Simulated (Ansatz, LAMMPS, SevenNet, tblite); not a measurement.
**How well does each level of theory give the lattice parameter a of zinc-blende ZnSe?**

Reference value: 5.668 Å (measured, room temperature, no zero-point or thermal correction; as tabulated in Albrecht et al. (1997), arXiv:cond-mat/9706128).

```tsv
level (code)	value (Å)	difference (%)
Stillinger–Weber CdTeZnSeHgS0.sw (LAMMPS)	5.669	+0.02
IPEA1-xTB (tblite)	5.605	-1.11
SevenNet-0	5.741	+1.29
PBE (Ansatz)	5.733	+1.15
PBE-D3(BJ) (Ansatz)	5.655	-0.23
```

Leaving aside Stillinger–Weber CdTeZnSeHgS0.sw (doubt noted below), IPEA1-xTB (doubt noted below): The reference is not for a static lattice or low temperature, so close values are not ranked against it. Off by more than 1.25 %, or 1.75 % on the side where a correction would as a rule narrow the miss (bounds picked here): SevenNet-0 (+1.29 %).

The reference isn't brought to a static lattice, while the calculations are for one, so the differences are not the levels' errors alone. A static lattice is as a rule a little smaller than the measured one.  Stillinger–Weber CdTeZnSeHgS0.sw: the potential file covers more elements than this solid holds. IPEA1-xTB: this parameter set was refitted to ionisation energies, not structures. IPEA1-xTB: the run uses a supercell at the zone centre in place of a k mesh. Cutoffs and k meshes differ between the levels. Ansatz's density-functional and Hartree–Fock values are scalar-relativistic unless marked +SOC, with PAW data made under PBE.

Empirical potentials (Stillinger–Weber CdTeZnSeHgS0.sw) are fitted to chosen data: where that held the value shown, agreement is built in, and what lay outside the fit can be far off. Machine-learned potentials (SevenNet-0) are trained on DFT data: a solid inside that data is no test of them.

Differences are worked out from the printed values.

Ansatz is a first-principles code.
